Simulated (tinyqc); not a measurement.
Inside a calculation. Method: CISD on RHF in the sto-3g basis, frozen core, for OH-, spin multiplicity 1. The basis has no diffuse functions, so it cannot describe the extra electron: this is an exercise in the method, not the real anion. Computed by tinyqc, a small Python program that keeps every step (integrals from PySCF). Settings: charge = -1, multiplicity = 1, basis = sto-3g, method = RHF, frozen orbitals = 1, energy threshold = 1e-10, iteration cap = 86, orthogonalisation = symmetric, start = atomic densities, DIIS depth = 6, ci = CISD, davidson = 1. Command: `OMP_NUM_THREADS=1 python tinyqc.py 24582 24583 out.jsonl` (the two numbers bound the seeds that draw the settings). One thread of a shared host (Intel(R) Xeon(R) Processor @ 2.60GHz), about 0.2 s of CPU time with the checks. The early iterations of the SCF are left out here.

## One-electron integrals

Geometry (angstrom):
```
atom       x       y       z
O     0.0000  0.0000  0.0000
H     0.0000  0.0000  0.9180
```

Basis sto-3g: exponents (1/bohr^2) and contraction coefficients of normalised primitives:
```
element  l (shell)  exponent  coefficient
O            s (1)  130.7093       0.1543
O            s (1)   23.8089       0.5353
O            s (1)    6.4436       0.4446
O            s (2)    5.0332      -0.1000
O            s (2)    1.1696       0.3995
O            s (2)    0.3804       0.7001
O            p (3)    5.0332       0.1559
O            p (3)    1.1696       0.6077
O            p (3)    0.3804       0.3920
H            s (1)    3.4253       0.1543
H            s (1)    0.6239       0.5353
H            s (1)    0.1689       0.4446
```

Overlap, kinetic and nuclear-attraction integrals over the contracted functions; the nuclear repulsion is the sum of Za Zb / Rab.

nuclear repulsion = 4.611566 hartree

overlap S:
```
         1O 1s   1O 2s  1O 2px  1O 2py  1O 2pz   2H 1s
1O 1s   1.0000  0.2367  0.0000  0.0000  0.0000  0.0592
1O 2s   0.2367  1.0000  0.0000  0.0000  0.0000  0.5009
1O 2px  0.0000  0.0000  1.0000  0.0000  0.0000  0.0000
1O 2py  0.0000  0.0000  0.0000  1.0000  0.0000  0.0000
1O 2pz  0.0000  0.0000  0.0000  0.0000  1.0000  0.4067
2H 1s   0.0592  0.5009  0.0000  0.0000  0.4067  1.0000
```

kinetic energy T (hartree):
```
          1O 1s    1O 2s  1O 2px  1O 2py  1O 2pz   2H 1s
1O 1s   29.0032  -0.1680  0.0000  0.0000  0.0000  0.0006
1O 2s   -0.1680   0.8081  0.0000  0.0000  0.0000  0.1483
1O 2px   0.0000   0.0000  2.5287  0.0000  0.0000  0.0000
1O 2py   0.0000   0.0000  0.0000  2.5287  0.0000  0.0000
1O 2pz   0.0000   0.0000  0.0000  0.0000  2.5287  0.3153
2H 1s    0.0006   0.1483  0.0000  0.0000  0.3153  0.7600
```

nuclear attraction V (hartree):
```
           1O 1s    1O 2s   1O 2px   1O 2py   1O 2pz    2H 1s
1O 1s   -61.1949  -7.3195   0.0000   0.0000  -0.0169  -1.8889
1O 2s    -7.3195  -9.6186   0.0000   0.0000  -0.1954  -3.9092
1O 2px    0.0000   0.0000  -9.5002   0.0000   0.0000   0.0000
1O 2py    0.0000   0.0000   0.0000  -9.5002   0.0000   0.0000
1O 2pz   -0.0169  -0.1954   0.0000   0.0000  -9.6371  -2.8945
2H 1s    -1.8889  -3.9092   0.0000   0.0000  -2.8945  -5.6426
```

core Hamiltonian H = T + V (hartree):
```
           1O 1s    1O 2s   1O 2px   1O 2py   1O 2pz    2H 1s
1O 1s   -32.1917  -7.4875   0.0000   0.0000  -0.0169  -1.8883
1O 2s    -7.4875  -8.8105   0.0000   0.0000  -0.1954  -3.7609
1O 2px    0.0000   0.0000  -6.9715   0.0000   0.0000   0.0000
1O 2py    0.0000   0.0000   0.0000  -6.9715   0.0000   0.0000
1O 2pz   -0.0169  -0.1954   0.0000   0.0000  -7.1084  -2.5791
2H 1s    -1.8883  -3.7609   0.0000   0.0000  -2.5791  -4.8826
```

## Two-electron integrals

Functions are numbered as in S; the eight-fold symmetry (ij|kl) = (ji|kl) = (kl|ij) leaves the list below.

Two-electron integrals (ij|kl) in chemists' order, unique and non-zero (hartree):
```
(11|11) 4.7851   (21|11) 0.7414   (21|21) 0.1369   (22|11) 1.1189
(22|21) 0.2566   (22|22) 0.8172   (31|31) 0.0245   (32|31) 0.0378
(32|32) 0.1805   (33|11) 1.1158   (33|21) 0.2567   (33|22) 0.8170
(33|33) 0.8802   (41|41) 0.0245   (42|41) 0.0378   (42|42) 0.1805
(43|43) 0.0474   (44|11) 1.1158   (44|21) 0.2567   (44|22) 0.8170
(44|33) 0.7853   (44|44) 0.8802   (51|51) 0.0245   (52|51) 0.0378
(52|52) 0.1805   (53|53) 0.0474   (54|54) 0.0474   (55|11) 1.1158
(55|21) 0.2567   (55|22) 0.8170   (55|33) 0.7853   (55|44) 0.7853
(55|55) 0.8802   (61|11) 0.1887   (61|21) 0.0345   (61|22) 0.0642
(61|33) 0.0641   (61|44) 0.0641   (61|51) 0.0016   (61|52) 0.0029
(61|55) 0.0645   (61|61) 0.0088   (62|11) 0.4316   (62|21) 0.1001
(62|22) 0.3497   (62|33) 0.3440   (62|44) 0.3440   (62|51) 0.0074
(62|52) 0.0555   (62|55) 0.3608   (62|61) 0.0257   (62|62) 0.1810
(63|31) 0.0108   (63|32) 0.0617   (63|53) 0.0117   (63|63) 0.0267
(64|41) 0.0108   (64|42) 0.0617   (64|54) 0.0117   (64|64) 0.0267
(65|11) 0.2988   (65|21) 0.0702   (65|22) 0.2622   (65|33) 0.2501
(65|44) 0.2501   (65|51) 0.0154   (65|52) 0.1014   (65|55) 0.2860
(65|61) 0.0189   (65|62) 0.1648   (65|65) 0.1752   (66|11) 0.5511
(66|21) 0.1299   (66|22) 0.5176   (66|33) 0.4965   (66|44) 0.4965
(66|51) 0.0132   (66|52) 0.1327   (66|55) 0.5592   (66|61) 0.0337
(66|62) 0.3280   (66|65) 0.3414   (66|66) 0.7746
```

## Orthogonalisation

S = U s U^T; symmetric (Loewdin) form X = U s^(-1/2) U^T, so that X^T S X = 1.

eigenvalues of S: 0.3419  0.8401  1.0000  1.0000  1.1276  1.6904

X:
```
          1O 1s    1O 2s  1O 2px  1O 2py   1O 2pz    2H 1s
1O 1s    1.0233  -0.1354  0.0000  0.0000  -0.0101   0.0254
1O 2s   -0.1354   1.1661  0.0000  0.0000   0.1148  -0.3559
1O 2px   0.0000   0.0000  1.0000  0.0000   0.0000   0.0000
1O 2py   0.0000   0.0000  0.0000  1.0000   0.0000   0.0000
1O 2pz  -0.0101   0.1148  0.0000  0.0000   1.0914  -0.2842
2H 1s    0.0254  -0.3559  0.0000  0.0000  -0.2842   1.2313
```

## Iteration 7 (converged): orbitals

converged F (hartree):
```
           1O 1s    1O 2s  1O 2px  1O 2py   1O 2pz    2H 1s
1O 1s   -19.3510  -4.9666  0.0000  0.0000  -0.0265  -1.2620
1O 2s    -4.9666  -1.7775  0.0000  0.0000  -0.0808  -0.7867
1O 2px    0.0000   0.0000  0.2586  0.0000   0.0000   0.0000
1O 2py    0.0000   0.0000  0.0000  0.2586   0.0000   0.0000
1O 2pz   -0.0265  -0.0808  0.0000  0.0000   0.3910  -0.3229
2H 1s    -1.2620  -0.7867  0.0000  0.0000  -0.3229  -0.1905
```

Diagonalise F' = X^T F X, C = X C', fill 5 alpha and 5 beta electrons from the bottom; D = 2 C_occ C_occ^T. Each column has its largest component positive (the first on a tie).

F' = X^T F X (hartree):
```
          1        2       3       4        5        6
1  -18.9783  -2.6548  0.0000  0.0000  -0.0586  -0.2102
2   -2.6548  -0.6856  0.0000  0.0000   0.1766  -0.5683
3    0.0000   0.0000  0.2586  0.0000   0.0000   0.0000
4    0.0000   0.0000  0.0000  0.2586   0.0000   0.0000
5   -0.0586   0.1766  0.0000  0.0000   0.6611  -0.6021
6   -0.2102  -0.5683  0.0000  0.0000  -0.6021   0.4154
```

orbital energies (hartree): MO1 -19.3601, MO2 -0.6041, MO3 0.0744, MO4 0.2586, MO5 0.2586, MO6 1.3026

coefficients C:
```
            MO1      MO2      MO3      MO4     MO5      MO6
1O 1s    0.9942  -0.2325   0.1192   0.0000  0.0000   0.0979
1O 2s    0.0256   0.8279  -0.6301   0.0000  0.0000  -0.6595
1O 2px   0.0000   0.0000   0.0000  -0.2409  0.9705   0.0000
1O 2py   0.0000   0.0000   0.0000   0.9705  0.2409   0.0000
1O 2pz   0.0044   0.0840   0.5628   0.0000  0.0000  -0.9805
2H 1s   -0.0076   0.2956   0.6399   0.0000  0.0000   1.1078
```

D after iteration 7:
```
          1O 1s    1O 2s  1O 2px  1O 2py   1O 2pz    2H 1s
1O 1s    2.1132  -0.4842  0.0000  0.0000   0.1037  -0.0001
1O 2s   -0.4842   2.1661  0.0000  0.0000  -0.5699  -0.3173
1O 2px   0.0000   0.0000  2.0000  0.0000   0.0000   0.0000
1O 2py   0.0000   0.0000  0.0000  2.0000   0.0000   0.0000
1O 2pz   0.1037  -0.5699  0.0000  0.0000   0.6477   0.7699
2H 1s   -0.0001  -0.3173  0.0000  0.0000   0.7699   0.9939
```

Within a degenerate level the vectors are fixed only up to a rotation; this is one choice.

## Convergence

Stop when the energy changes by less than 1e-10 hartree and every element of the error matrix X^T (F D S - S D F) X is below 3e-06.

Course of the cycle:
```
iteration  E (hartree)     change  largest element of the error matrix
1           -79.426459          -                             1.47e+00
2           -74.031523   5.39e+00                             1.51e-01
3           -74.044666  -1.31e-02                             1.87e-02
4           -74.045054  -3.88e-04                             2.46e-03
5           -74.045059  -4.84e-06                             4.94e-05
6           -74.045059  -1.53e-09                             5.14e-07
7           -74.045059  -2.27e-13                             2.52e-09
```

PySCF RHF in the same basis = -74.045059 hartree

Converged in 7 iterations.

## Integrals over molecular orbitals

(pq|rs) = sum C_ip C_jq C_kr C_ls (ij|kl), one index at a time.

one-electron integrals over orbitals h = C^T H C (hartree):
```
          1        2        3        4        5        6
1  -32.1736   0.5763  -0.2855   0.0000   0.0000  -0.2349
2    0.5763  -7.1092   0.6685   0.0000   0.0000   1.1632
3   -0.2855   0.6685  -6.0583   0.0000   0.0000   1.2828
4    0.0000   0.0000   0.0000  -6.9715   0.0000   0.0000
5    0.0000   0.0000   0.0000   0.0000  -6.9715   0.0000
6   -0.2349   1.1632   1.2828   0.0000   0.0000  -5.5602
```

Two-electron integrals over orbitals (pq|rs), unique and non-zero (hartree); the lowest 1 orbital is frozen and left out:
```
(22|22) 0.7284    (32|22) -0.0054   (32|32) 0.1499    (33|22) 0.6541
(33|32) -0.0451   (33|33) 0.6887    (42|42) 0.1425    (43|42) -0.0557
(43|43) 0.0526    (44|22) 0.7424    (44|32) -0.0972   (44|33) 0.6662
(44|44) 0.8802    (52|52) 0.1425    (53|52) -0.0557   (53|53) 0.0526
(54|54) 0.0474    (55|22) 0.7424    (55|32) -0.0972   (55|33) 0.6662
(55|44) 0.7853    (55|55) 0.8802    (62|22) -0.1163   (62|32) -0.0086
(62|33) -0.0198   (62|44) -0.1288   (62|55) -0.1288   (62|62) 0.1102
(63|22) -0.0776   (63|32) 0.1156    (63|33) -0.0794   (63|44) -0.1387
(63|55) -0.1387   (63|62) 0.0474    (63|63) 0.1480    (64|42) -0.0457
(64|43) -0.0043   (64|64) 0.0390    (65|52) -0.0457   (65|53) -0.0043
(65|65) 0.0390    (66|22) 0.6905    (66|32) 0.0432    (66|33) 0.6486
(66|44) 0.6649    (66|55) 0.6649    (66|62) -0.0880   (66|63) -0.0284
(66|66) 0.7270
```

## CISD: determinants and Hamiltonian

one-electron integrals dressed by the frozen orbital, h + 2 (pq|11) - (p1|1q) (hartree):
```
         2        3        4        5        6
2  -5.1756   0.3277   0.0000   0.0000   0.6954
3   0.3277  -4.3321   0.0000   0.0000   0.7724
4   0.0000   0.0000  -4.7669   0.0000   0.0000
5   0.0000   0.0000   0.0000  -4.7669   0.0000
6   0.6954   0.7724   0.0000   0.0000  -3.6990
```

energy of the frozen orbital, 2 h_11 + (11|11) = -59.602575 hartree

Hartree-Fock energy = -74.045059 hartree

Slater-Condon rules over spin orbitals, with the nuclear repulsion and the energy of the frozen orbital added and E(HF) subtracted on the diagonal. Only determinants linked to the reference directly or through others are kept (one block of an abelian symmetry group), so some states are absent.

Occupation strings over the orbitals (2 doubly, a alpha, b beta, 0 empty; spin orbitals ordered 1a 1b 2a 2b ...): 222220 22a22b 2a222b 22b22a 2b222a 222202 222022 220222 2ab222 2ba222 202222

H - E(HF) between determinants (hartree):
```
         222220   22a22b   2a222b   22b22a   2b222a   222202   222022   220222
222220   0.0000   0.0000   0.0000   0.0000   0.0000   0.0390   0.0390   0.1480
22a22b   0.0000   0.7276   0.0043  -0.1480  -0.0474   0.0043   0.0043   0.0510
2a222b   0.0000   0.0043   1.3264  -0.0474  -0.1102   0.0457   0.0457  -0.1156
22b22a   0.0000  -0.1480  -0.0474   0.7276   0.0043  -0.0043  -0.0043  -0.0510
2b222a   0.0000  -0.0474  -0.1102   0.0043   1.3264  -0.0457  -0.0457   0.1156
222202   0.0390   0.0043   0.0457  -0.0043  -0.0457   1.1134   0.0474   0.0526
222022   0.0390   0.0043   0.0457  -0.0043  -0.0457   0.0474   1.1134   0.0526
220222   0.1480   0.0510  -0.1156  -0.0510   0.1156   0.0526   0.0526   1.5738
2ab222  -0.0474   0.1156  -0.0492  -0.0683   0.0086   0.0557   0.0557   0.0840
2ba222   0.0474  -0.0683   0.0086   0.1156  -0.0492  -0.0557  -0.0557  -0.0840
202222   0.1102   0.0086   0.0283  -0.0086  -0.0283   0.1425   0.1425   0.1499

         2ab222   2ba222   202222
222220  -0.0474   0.0474   0.1102
22a22b   0.1156  -0.0683   0.0086
2a222b  -0.0492   0.0086   0.0283
22b22a  -0.0683   0.1156  -0.0086
2b222a   0.0086  -0.0492  -0.0283
222202   0.0557  -0.0557   0.1425
222022   0.0557  -0.0557   0.1425
220222   0.0840  -0.0840   0.1499
2ab222   2.0960  -0.1499   0.0443
2ba222  -0.1499   2.0960  -0.0443
202222   0.0443  -0.0443   2.7271
```

## CISD: roots

Diagonalise (each vector has its largest component positive (the first on a tie)); all determinants have Ms = 0, so triplets appear too. The lowest singlet root is the correlation energy.

lowest roots of this matrix, relative to E(HF) (hartree): -0.0217  0.5753  0.8361  1.0660  1.0893  1.2165  1.3723  1.6575

lowest vectors:
```
         root 1   root 2   root 3   root 4
222220   0.9939   0.0000  -0.0039   0.0000
22a22b   0.0006   0.7052   0.6870   0.0000
2a222b  -0.0039   0.0460  -0.0987   0.0000
22b22a  -0.0006   0.7052  -0.6870   0.0000
2b222a   0.0039   0.0460   0.0987   0.0000
222202  -0.0270   0.0000   0.0593   0.7071
222022  -0.0270   0.0000   0.0593  -0.7071
220222  -0.0907   0.0000  -0.1130   0.0000
2ab222   0.0260  -0.0230  -0.0918   0.0000
2ba222  -0.0260  -0.0230   0.0918   0.0000
202222  -0.0329   0.0000   0.0013   0.0000
```

<S^2> of these roots: 0.0000  2.0000  0.0000  0.0000  0.0000  2.0000  0.0000  0.0000

weight of the ground state by excitation level 0, 1, 2, ...: 0.9879  0.0000  0.0121

With one virtual orbital singles and doubles already span the full space.

## The lowest root by the Davidson method

Start from the reference; add the residual divided by (theta - H_ii), orthogonalised, at each step.

Davidson iterations:
```
iteration  subspace  lowest Ritz value (hartree)  residual norm
1                 1                     0.000000       2.04e-01
2                 2                    -0.021433       2.51e-02
3                 3                    -0.021737       3.06e-03
4                 4                    -0.021743       3.51e-04
5                 5                    -0.021743       1.26e-05
6                 6                    -0.021743       1.06e-06
7                 7                    -0.021743       1.42e-16
```
